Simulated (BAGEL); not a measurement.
# CF2 (SMILES F[C]F) at RI-MP2/def2-TZVPP (density fitting with cc-pvqz-jkfit)

Aim: the energy change on altering one bond length of CF2 at RI-MP2/def2-TZVPP (density fitting with cc-pvqz-jkfit), from 2 runs. 

The results are computed with BAGEL 1.2.2.

1 further run of the same task is left out (set aside as unsound or not needed).

### Step 1. Starting point

CF2 has 3 atoms, charge 0, and is taken as a singlet. SMILES: `F[C]F`. The coordinates come from a PBE0-D4/def2-TZVP relaxation.

Bond lengths: F1–C2 1.296 Å, C2–F3 1.296 Å. Angles: F1–C2–F3 104.7°.

### Step 2. The energy at RI-MP2/def2-TZVPP (density fitting with cc-pvqz-jkfit)

Contents of calc.json:

```json
{ "bagel" : [

{
  "title" : "molecule",
  "basis" : "tzvpp",
  "df_basis" : "cc-pvqz-jkfit",
  "angstrom" : true,
  "geometry" : [
    { "atom" : "F", "xyz" : [       0.316310,       0.971410,       0.281600 ] },
    { "atom" : "C", "xyz" : [       0.382340,      -0.318520,       0.175150 ] },
    { "atom" : "F", "xyz" : [      -0.698640,      -0.652890,      -0.456750 ] }
  ]
},

{ "title" : "hf" },

{ "title" : "mp2", "ncore" : 3 }

]}
```

Run with:

```bash
BAGEL_NUM_THREADS=1 BAGEL calc.json > calc.out
```

Log:

```text
* using 1 threads per process

  ===============================================================
  ===============================================================

  *** Geometry ***

  { "atom" : "F", "xyz" : [      0.597739,      1.835699,      0.532147 ] },
  { "atom" : "C", "xyz" : [      0.722518,     -0.601916,      0.330986 ] },
  { "atom" : "F", "xyz" : [     -1.320238,     -1.233783,     -0.863132 ] },

  Number of auxiliary basis functions:      318

  Since a DF basis is specified, we compute 2- and 3-index integrals:
    o Being stored without compression. Storage requirement is 0.022 GB

  Number of basis functions:       93
  Number of electrons      :       24

    * METHOD: MOLECULE                             0.09

  *** RHF ***

  === Nuclear Repulsion ===
    64.9794249214

      * DIIS with orbital gradients will be used.

  === RHF iteration (tzvpp) ===
      0       -236.56853964          0.02561900           0.04
      1       -236.67938423          0.01886613           0.04
      2       -236.76599000          0.00155356           0.04
      3       -236.76828491          0.00037604           0.03
      4       -236.76842678          0.00013654           0.03
      5       -236.76844403          0.00002851           0.03
      6       -236.76844463          0.00000732           0.03
      7       -236.76844467          0.00000160           0.03
      8       -236.76844467          0.00000051           0.03
      9       -236.76844467          0.00000016           0.03
     10       -236.76844467          0.00000004           0.03
     11       -236.76844467          0.00000001           0.03
     12       -236.76844467          0.00000000           0.03
    * SCF iteration converged.

    * Permanent dipole moment:
           (    0.104464,    -0.087036,     0.047854) a.u.

    * METHOD: HF                                   0.46

  *** RHF ***

  === Nuclear Repulsion ===
    64.9794249214

      * DIIS with orbital gradients will be used.

  === RHF iteration (tzvpp) ===
      0       -236.76844467          0.00000000           0.03
    * SCF iteration converged.

    * Permanent dipole moment:
           (    0.104464,    -0.087036,     0.047854) a.u.

  === DF-MP2 calculation ===

    * freezing 3 orbitals
    * 3-index integral transformation done
    * assembly done

      MP2 correlation energy:   -0.6289376945      0.02

      MP2 total energy:       -237.3973823676

    * METHOD: MP2                                  0.09

  ===============================================================
```

Run time: 2.4 s. Hardware: 1 thread of Intel Xeon 6975P-C (Granite Rapids), shared host; peak memory 0.079 GiB.

### Step 3. The distorted shape

Contents of mp2.json:

```json
{ "bagel" : [

{
  "title" : "molecule",
  "basis" : "tzvpp",
  "df_basis" : "cc-pvqz-jkfit",
  "angstrom" : true,
  "geometry" : [
    { "atom" : "F", "xyz" : [       0.856799,       1.138595,       0.597549 ] },
    { "atom" : "C", "xyz" : [       0.922829,      -0.151335,       0.491099 ] },
    { "atom" : "F", "xyz" : [      -0.698640,      -0.652890,      -0.456750 ] }
  ]
},

{
  "title" : "hf"
},

{
  "title" : "mp2",
  "ncore" : 3
}

]}
```

Run with:

```bash
BAGEL_NUM_THREADS=1 BAGEL mp2.json > mp2.out
```

Log:

```text
* using 1 threads per process

  ===============================================================
  ===============================================================

  *** Geometry ***

  { "atom" : "F", "xyz" : [      1.619115,      2.151633,      1.129204 ] },
  { "atom" : "C", "xyz" : [      1.743894,     -0.285982,      0.928043 ] },
  { "atom" : "F", "xyz" : [     -1.320238,     -1.233783,     -0.863132 ] },

  Number of auxiliary basis functions:      318

  Since a DF basis is specified, we compute 2- and 3-index integrals:
    o Being stored without compression. Storage requirement is 0.022 GB

  Number of basis functions:       93
  Number of electrons      :       24

    * METHOD: MOLECULE                             0.12

  *** RHF ***

  === Nuclear Repulsion ===
    53.2583606074

      * DIIS with orbital gradients will be used.

  === RHF iteration (tzvpp) ===
      0       -236.29737830          0.03042388           0.04
      1       -236.14095509          0.04088743           0.03
      2       -236.63490333          0.00440486           0.04
      3       -236.64236156          0.00216263           0.03
      4       -236.64499209          0.00069194           0.03
      5       -236.64572919          0.00030421           0.03
      6       -236.64589520          0.00011306           0.03
      7       -236.64591688          0.00003034           0.03
      8       -236.64591831          0.00001187           0.03
      9       -236.64591844          0.00000696           0.03
     10       -236.64591846          0.00000148           0.03
     11       -236.64591847          0.00000060           0.03
     12       -236.64591847          0.00000028           0.03
     13       -236.64591847          0.00000015           0.03
     14       -236.64591847          0.00000005           0.03
     15       -236.64591847          0.00000002           0.03
     16       -236.64591847          0.00000001           0.03
    * SCF iteration converged.

    * Permanent dipole moment:
           (   -1.348115,    -0.733209,    -0.823059) a.u.

    * METHOD: HF                                   0.70

  *** RHF ***

  === Nuclear Repulsion ===
    53.2583606074

      * DIIS with orbital gradients will be used.

  === RHF iteration (tzvpp) ===
      0       -236.64591847          0.00000001           0.04
    * SCF iteration converged.

    * Permanent dipole moment:
           (   -1.348115,    -0.733209,    -0.823059) a.u.

  === DF-MP2 calculation ===

    * freezing 3 orbitals
    * 3-index integral transformation done
    * assembly done

      MP2 correlation energy:   -0.6551850730      0.03

      MP2 total energy:       -237.3011035401

    * METHOD: MP2                                  0.12

  ===============================================================
```

Run time: 2.8 s. Hardware: 1 thread of Intel Xeon 6975P-C (Granite Rapids), shared host; peak memory 0.14 GiB.

### Step 4. Summary of results

At RI-MP2/def2-TZVPP (density fitting with cc-pvqz-jkfit), 3 core orbitals frozen:

| quantity | value |
| --- | --- |
| first shape: total energy | -237.39738 Eh |
| first shape: correlation energy (3 core orbitals frozen) | -628.9 mEh |
| distorted shape: total energy | -237.30110 Eh |
| distorted shape: correlation energy (3 core orbitals frozen) | -655.2 mEh |
| energy change with the C2–F3 bond stretched from 1.296 to 1.944 Å | 2.620 eV |

What this shows: One bond (distorted shape) is far stretched, which a spin-restricted single reference describes badly; perturbation theory on it can break down and give far too much correlation. With the C2–F3 bond stretched from 1.296 to 1.944 Å the energy rises by 2.62 eV (60 kcal/mol). The first shape isn't relaxed at this level, so the change isn't measured from a minimum. A restricted reference can't describe the breaking bond well at this length.
